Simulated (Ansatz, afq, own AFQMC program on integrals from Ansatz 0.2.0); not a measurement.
# GeH4⁺, doublet in 6-31G, levels against full CI

```tsv
atom	x (Å)	y (Å)	z (Å)
Ge	0.0000	0.0000	0.0000
H	0.4968	0.9150	0.9138
H	-0.5043	-0.9113	0.9134
H	-0.4949	0.9123	-0.9176
H	0.5025	-0.9160	-0.9097
```

Basis 6-31G. Only valence electrons are correlated. Integrals, coupled cluster, full CI and functionals: Ansatz 0.2.0; the random walks run on the same integrals in our own AFQMC program. The CISD trial takes its coefficients from CCSD amplitudes. Released means that phaseless walkers are propagated on without the constraint, phases kept. Uncertainties: one standard error, sampling alone. No spin–orbit coupling.

Determinant: UHF, the one that the program's search chose, which needn't be the lowest solution. The geometry is a point of a scan.

Full CI on the same integrals is exact in this basis and with this determinant's frozen core.

Cautions: no relativity below Rb; no spin-orbit coupling; inner d shell frozen.

* T1 diagnostic: 0.0154
* weight of the determinant in the CISD state: 0.939
* ⟨S²⟩ of the determinant: 0.771
* size of the correlated space: 7 electrons in 23 orbitals

```tsv
level	correlation energy (eV)
MP2	-1.4953
CCSD	-2.1378
CCSD(T)	-2.1715
```

Problem. Estimate where phaseless AFQMC with a CISD trial lies against CCSD(T) on the same integrals.

Solution. 0.13 ± 0.05 kcal/mol below CCSD(T).

Reference: full CI, correlation energy -2.186 eV. The released energy is read at 2.40 1/Eh (meV from the phaseless value at times in 1/Eh: -3.6 ± 0.7 at 0.24, -5.2 ± 0.6 at 0.51, -6.4 ± 0.5 at 0.99, -7.5 ± 0.5 at 1.62, -8.3 ± 0.5 at 2.40).

```json
{"level": "CCSD(T)", "E − E(reference) (kcal/mol)": "0.33", "share of correlation (%)": "99.34"}
{"level": "ph-AFQMC/CISD", "E − E(reference) (kcal/mol)": "0.20 ± 0.05", "share of correlation (%)": "99.60"}
{"level": "released AFQMC", "E − E(reference) (kcal/mol)": "0.01 ± 0.01", "share of correlation (%)": "99.97"}
```

A walk keeps the symmetry of its determinant, which the program's search chose and which needn't be the lowest solution, so a lower state of the same spin and another symmetry isn't excluded. Released energies are given only where the last usable release times agree within the noise; a slower fall can still hide under it.
